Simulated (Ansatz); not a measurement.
`[NH2][AlH][SiH3]` + HCl → `[NH2][AlH][Cl]` + SiH₄ at 700 K and 1 bar (cleavage of the Al–Si bond).

Isolated molecules relaxed with PBE0-D4/def2-TZVP in Ansatz; ΔE leaves out vibrations. CCSD(T)/CBS is the MP2 limit (def2-TZVPP, def2-QZVPP) plus CCSD(T) − MP2 in def2-TZVPP, frozen cores. This one scheme is used for every species. One conformer a species, not always the lowest.

| species | CCSD(T)/CBS energy (Eh) | H − E (kJ/mol) | S (J/(mol·K)) |
| --- | --- | --- | --- |
| `[NH2][AlH][SiH3]` | -589.42853 | 221.1 | 435.9 |
| HCl | -460.38127 | 38.4 | 211.8 |
| `[NH2][AlH][Cl]` | -758.40905 | 140.9 | 368.9 |
| SiH₄ | -291.46306 | 115.5 | 252.9 |

H − E and S are ideal-gas, rigid-rotor, harmonic terms from PBE0-D4/def2-TZVP, for one conformer and one mirror image of each species. 1 Eh = 2625.50 kJ/mol, R = 8.31446 J/(mol·K).

**Question.** By hand: ΔE, ΔH, ΔS and ΔG.

**Answer.** ΔE = (-758.40905) + (-291.46306) − (-589.42853) − (-460.38127) = -0.06231 Eh = -163.6 kJ/mol. Δ(H − E) = 140.9 + 115.5 − 221.1 − 38.4 = -3.1, so ΔH = -166.7 kJ/mol. ΔS = 368.9 + 252.9 − 435.9 − 211.8 = -25.9 J/(mol·K). ΔG = -166.7 − 700 × (-25.9)/1000 = -148.6 kJ/mol.

**Question.** By hand: the equilibrium constant, and the temperature at which ΔG would vanish if ΔH and ΔS stayed fixed.

**Answer.** log₁₀ K = −ΔG/(RT ln 10) = 11.1. ΔG = 0 at ΔH/ΔS = 6436 K, far beyond where these terms or the molecules hold.

ΔH outweighs TΔS. A doubt of 5 kJ/mol in ΔE shifts log₁₀ K by 0.4 here. Other conformers and mirror images would add mixing entropy, several J/(mol·K) or more a flexible species. Modes under 60 cm⁻¹, often nearly free rotors, make the harmonic entropy too high. These are equilibria of isolated gas molecules and say nothing of rates. Largest T1 diagnostic: 0.013 (customary marks: 0.02 for closed shells, 0.045 for open ones).
